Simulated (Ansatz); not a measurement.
# Worked example: correlation energy of GaH₂⁺, triplet

Geometry: a point of a stretch scan, not a stationary point.

| atom | x (Å) | y (Å) | z (Å) |
| --- | --- | --- | --- |
| Ga | 0.0000 | -0.0123 | -0.0572 |
| H | 0.0000 | 1.9008 | 2.5800 |
| H | 0.0000 | -1.0505 | 1.3741 |

Basis cc-pVTZ; Ansatz 0.2.0. Correlated methods freeze the noble-gas cores and the filled d shells of p-block atoms, which leaves 4 electrons in 57 orbitals. Prefix R: restricted or restricted open-shell reference. No spin–orbit coupling is included, and no scalar relativity.

Full CI is exact within this basis and frozen core; it isn't the basis-set limit.

Runs differ by some tens of microhartree through their thresholds and, for an open shell, their frozen cores, so steps under 0.03 kcal/mol mean nothing.

```csv
level,total energy (hartree)
RHF,-1924.054811
RMP2,-1924.096780
RCCSD,-1924.110710
RCCSD(T),-1924.111597
RCCSDT,-1924.111843
RCCSDT(Q),-1924.111845
full CI,-1924.111790
```

Task: What is the correlation energy at full CI, and what share of it do RMP2 and RCCSD(T) recover?

Result: E(corr) = -1924.111790 − (-1924.054811) = -0.056979 hartree = -1.550 eV. RMP2: -0.041969 / -0.056979 = 73.66 %. RCCSD(T): -0.056786 / -0.056979 = 99.66 %.

Task: By how many kcal/mol does RCCSD(T) miss full CI (1 hartree = 627.509 kcal/mol), and which steps make up the rest?

Result: -1924.111597 − (-1924.111790) = 0.000193 hartree = 0.12 kcal/mol. Steps: RCCSDT − RCCSD(T) = -0.15, RCCSDT(Q) − RCCSDT = 0.00, full CI − RCCSDT(Q) = 0.03 kcal/mol. That is within 1 kcal/mol of the reference in this basis, which itself misses far more of the correlation at the basis-set limit.
